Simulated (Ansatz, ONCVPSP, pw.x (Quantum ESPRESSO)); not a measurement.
W: does the ONCV potential hold in the solid?

- Element: W
- Generator: ONCVPSP 4.0.1.1 (patched build)
- Type: optimised norm-conserving Vanderbilt (ONCV)
- Functional: PBEsol
- Relativity: scalar-relativistic
- Frozen core: [Kr] 4d10 4f14 5s2
- Valence charge: 12
- Reference configuration: 5p6 5d4 6s2
- Partial waves: 6s: rc 2.55 bohr, ncon 4, nbas 8, qcut 2.6 1/bohr, 2 projectors, debl 2.7 Ha; 5p: rc 1.85 bohr, ncon 5, nbas 9, qcut 9 1/bohr, 1 projector; 5d: rc 2.75 bohr, ncon 3, nbas 8, qcut 8.4 1/bohr, 2 projectors, debl 3.8 Ha
- Local potential: polynomial inside 1.85 bohr (lpopt 3, dvloc0 0 Ha)
- Core correction: Teter function, fcfact 1.5, rcfact 1.2

Atomic tests: cutoffs needed: 26 Ha and 31 Ha (the cutoffs (Ha) at which the residual kinetic energy of the hardest occupied pseudo-wave falls to 1 and 0.1 mHa per electron); ghost test: no bound ghost flagged; GHOST(+) flagged for s at 35.2 eV; configuration tests: 1 of 4 tests not solved or not reliable.

Crystal test: bcc W in pw.x 7.5, no spin, 15³ k-points, Fermi–Dirac smearing 0.01 Ry, cutoffs 75/300 Ry. The reference is all-electron LAPW (Ansatz 0.2.0) with the same functional, mesh and smearing; V0 and B0 come from Birch–Murnaghan fits to the pressures at five volumes. Errors are pseudo minus all-electron; Δ is the rms difference of the E(V) curves that follow from these fits, minima aligned, over ±6 % about the mean V0. Mesh and smearing are coarse, so the numbers serve the comparison and aren't converged zero-temperature values; the lattice is a test structure that the element need not adopt.

All-electron: a0 = 3.155 Å (V0 = 15.70 Å³/atom), B0 = 321.1 GPa.

Task: How far does the potential miss the all-electron equation of state?

Result: mean pressure error (GPa): -3.43; a0 (Å): 3.143; a0 error (%): -0.36; B0 error (%): +0.7; Δ (meV/atom): 11.8. The largest radius (2.75 bohr) exceeds half the bond length (2.58 bohr), so the spheres overlap, which is one possible source of error among others. The generator flags a localised state at positive energy (s at 35 eV). Atomic configuration tests: 1 of 4 tests not solved or not reliable.

```csv
V (Å³/atom),P all-electron (GPa),P pseudo (GPa)
14.903,18.56,14.50
15.295,8.81,5.10
15.687,0.22,-3.18
16.079,-7.35,-10.48
16.471,-14.00,-16.89
```

Task: At the middle volume, how do free energy and pressure move when the wave cutoff is lowered (ecutrho kept at four times it)?

Result:

| cutoff (Ry) | shift of F (meV/atom) | shift of P (GPa) |
| --- | --- | --- |
| 34 | +2046.5 | -45.14 |
| 45 | +508.2 | -24.05 |
| 60 | +28.5 | -2.69 |

The run at the middle volume (120 k-points, 8 iterations) took about 22 s on one core of a shared host (AMD EPYC 7R43 64-Core Processor, 256 threads, 1004 GiB, load 114).
